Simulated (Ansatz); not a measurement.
## Where CCSD(T) holds and where it slips

Each species is computed at the geometry given (Å), with frozen cores, in Ansatz 0.2.0: RHF-CCSD(T) for singlets, UHF-CCSD(T) otherwise, and full CI in the same basis. The program picks the determinant by trial CCSD, so it needn't be the lowest Hartree–Fock solution. States: SiC Π, N2 Σg⁺ or Δg, GeH2 A1, HSiAl A''. Cases whose determinant has another symmetry than full CI's state, or whose (Q) step broke down, weren't drawn. No relativity is included.

Question: Judging by size, spin and bonding, rank them by the size of CCSD(T)'s error in total energy against full CI in the same basis, smallest first (an estimate).
A. SiC, triplet, 6-31G: Si 0.000 0.000 0.000; C 0.000 0.000 1.636
B. HSiAl, triplet, 6-31G: Si 0.000 -0.066 1.278; Al 0.000 0.014 -1.368; H 0.000 1.455 1.007
C. N2, singlet, 6-31G: N 0.000 0.000 0.000; N 0.000 0.000 1.089
D. GeH₂, singlet, cc-pVDZ: Ge 0.000 -0.031 0.000; H 0.000 1.104 -1.119; H 0.000 1.104 1.119

Answer: D (16.6 meV), B (31.9 meV), C (48.6 meV), A (65.8 meV).

```csv
species,basis,correlated electrons,CCSD(T) − full CI (meV),CCSDT(Q) − full CI (meV),unpaired electrons (full CI),T1,⟨S²⟩ of the determinant
"GeH2, singlet",cc-pVDZ,6,16.6,0.6,0.07,0.013,0.00
"HSiAl, triplet",6-31G,8,31.9,0.2,2.10,0.041,2.05
"N2, singlet",6-31G,10,48.6,-1.9,0.09,0.012,0.00
"SiC, triplet",6-31G,8,65.8,9.1,2.16,0.090,2.45
```

Unpaired electrons are Σ n²(2−n)² over natural occupations; an open shell counts its own unpaired electrons too. Frozen cores follow each run's orbitals, which moves totals by a few meV.
